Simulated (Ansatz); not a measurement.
Reaction (hydrogen abstraction from the N–H bond): `BNC` + `[CH3]`• → `B[N]C`• + CH₄

Calculated with Ansatz (gas phase, PBE0-D4/def2-TZVP geometries, no zero-point term in ΔE). CBS: MP2 limit from def2 TZ/QZ plus the TZ coupled-cluster correction, frozen cores. This one scheme is used for every species. DFT in def2-TZVPP. HSE06 is defined as in plane-wave codes. No spin–orbit coupling; open shells (•) take unrestricted orbitals.

Question: Is it downhill or uphill in electronic energy at CCSD(T)/CBS, and by how much? (Estimate.)

Answer: Ansatz gave: Uphill: ΔE = +3.9 kcal/mol.

Question: What do these levels give: LDA (SPW92), revPBE-D4, B97M-V, ωB97M-V, B2PLYP, BLYP, r2SCANh, HSE06, CCSD/def2-SVP, CCSD(T)/def2-SVP, HF/def2-TZVPP, MP2/def2-QZVPP? (Best estimate.)

Answer: The calculation gave: LDA (SPW92) -6.2, revPBE-D4 -3.1, B97M-V -2.8, ωB97M-V 1.3, B2PLYP 1.5, BLYP -4.6, r2SCANh -0.4, HSE06 -0.6, CCSD/def2-SVP 2.7, CCSD(T)/def2-SVP 2.1, HF/def2-TZVPP 4.6, MP2/def2-QZVPP 8.5 kcal/mol.

Largest T1 diagnostic among the species: 0.024.

From PBE to PBE0 (25 % exact exchange), in def2-TZVPP and without D4, ΔE moves by +3.7 kcal/mol. Leaving LDA and LC-ωPBE aside and taking each functional with its dispersion term where it has one, the values, not all of them listed here, spread over 7.7 kcal/mol, from BLYP-D4 to PBE-QIDH. LDA lies −2.0 kcal/mol from PBE without D4. At CCSD(T), def2-SVP lies −1.7 kcal/mol from the extrapolated value and def2-TZVPP −0.3 kcal/mol.
